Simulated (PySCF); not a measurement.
These compounds are isomers of formula C$_{6}$H$_{4}$N$_{4}$.

A. `C#CCn1ncc(C#N)n1`
B. SMILES C#CCn1cc(C#N)nn1
C. 1,4,5,8-tetraazanaphthalene (SMILES c1cnc2nccnc2n1)

Spectrum 1. ¹H NMR (500 MHz, computed): δ 8.03 (s, 1H), 5.28 (d, 2H), 1.96 (t, 1H). ¹³C{¹H} NMR (computed): δ 146.9 (CH), 127.9 (C), 117.1 (C), 84.0 (CH), 81.1 (C), 46.2 (CH2).

Spectrum 2. ¹H NMR (500 MHz, computed): δ 9.47 (s, 4H). ¹³C{¹H} NMR (computed): δ 153.6 (CH), 151.4 (C).

Spectrum 3. ¹H NMR (500 MHz, computed): δ 8.29 (s, 1H), 5.31 (d, 2H), 2.08 (t, 1H). ¹³C{¹H} NMR (computed): δ 139.1 (CH), 128.5 (C), 117.2 (C), 84.2 (CH), 81.4 (C), 40.8 (CH2).

Averaged over atoms made equivalent by symmetry, fast rotation or ring inversion, isolated molecule, non-relativistic, one conformer. Structure optimised with GFN2-xTB; PBE0/pcSseg-1 with gauge-including orbitals; PySCF 2.14.0 with density-fitted response routines.

Scale: ¹H, ¹³C vs TMS (reference shieldings calculated alike). Where no couplings were computed, multiplicities follow the n + 1 count of equivalent neighbours, and m marks all less simple cases (inequivalent or close neighbours, rings, F or P nearby). Shifts are as computed. Against solution values, carbons near 30 ppm lie about +3 ppm off and those near 130 ppm about +5 ppm. Of 1211 compounds with measured shifts, 218 miss one by over three times the rms of a fit or turn the order of signals round; such compounds aren't used in these exercises.

Question: Match each spectrum to its structure.

Answer: 1–A, 2–C, 3–B.

- Spectrum 1 (A): 6 ¹³C signals; δC 146.9 is an aromatic CH next to a ring nitrogen; δC 117.1 is a nitrile carbon.
- Spectrum 2 (C): 2 ¹³C signals; δC 153.6 is an aromatic CH next to a ring nitrogen; δH 9.47 is the hydrogen on an aromatic CH next to a ring nitrogen.
- Spectrum 3 (B): 6 ¹³C signals; δC 117.2 is a nitrile carbon; δC 84.2 is a terminal alkyne carbon.
